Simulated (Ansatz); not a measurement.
A nudged elastic band was laid between two geometries of C₃H₅N (9 atoms, charge 0, multiplicity 1).

These are results of RKS CAM-B3LYP/def2-mTZVP in Ansatz 0.2.0, not measurements.

```yaml
movable_images: 1
climbing_image: yes
spring: 5.0 eV/Å²
optimiser: quadratic models (default)
start_path: IDPP
force_threshold: 0.05 eV/Å
iteration_limit: 60
end_points: relaxed
```

Image 0:

```xyz
9
Properties=species:S:1:pos:R:3
N -0.221 1.295 -0.583
C 0.498 0.102 -0.192
C -0.165 -1.203 0.116
C 0.255 -0.519 1.128
H -0.264 1.376 -1.594
H -1.175 1.266 -0.236
H 1.506 0.115 -0.601
H -0.683 -2.073 -0.251
H 0.337 -0.406 2.196
```

Image 2:

```xyz
9
Properties=species:S:1:pos:R:3
N -0.282 1.109 -0.870
C 0.503 0.121 -0.163
C 0.020 -1.271 -0.039
C 0.027 -0.595 1.062
H -1.272 0.969 -0.696
H -0.046 2.047 -0.562
H 1.565 0.310 -0.302
H -0.222 -2.182 -0.560
H -0.205 -0.553 2.113
```

**Question.** Which bonds break or form, and what moves?

**Answer.** No bond is made or broken. The dihedral H6–N1–C2–C3 goes from 25 to 157°. The two ends are copies of one structure, up to a mirror image or an exchange of like atoms.

**Question.** Give the energies along the band, and the barrier.

**Answer.** The forces met the threshold. The highest image is number 1 of 0 to 2, 6.9 kJ/mol above the ends, which have the same energy within 2 meV. Another band between the same ends (5 images) ends at a top of the same energy, where a vibrational analysis finds 1 clearly imaginary mode. So few images can step over the top or miss a turn of the path.

| image | path coordinate (Å) | energy (kJ/mol) | dihedral H6–N1–C2–C3 (°) |
| --- | --- | --- | --- |
| 0 | 0.00 | 0.0 | 25 |
| 1 | 1.24 | 6.9 | 91 |
| 2 | 2.49 | 0.0 | 157 |

**Question.** What is the geometry of the highest image?

**Answer.** 
```xyz
9
Properties=species:S:1:pos:R:3
N -0.150 1.272 -0.716
C 0.552 0.139 -0.142
C -0.064 -1.219 -0.044
C 0.053 -0.582 1.066
H -0.816 0.979 -1.422
H -0.659 1.792 -0.011
H 1.626 0.208 -0.296
H -0.371 -2.097 -0.585
H -0.083 -0.540 2.133
```

The band took 5 iterations and about 24 core-seconds.

Run time: 12 s on 2 threads of Arm Neoverse V2, on a shared host, peak memory 0.18 GiB.
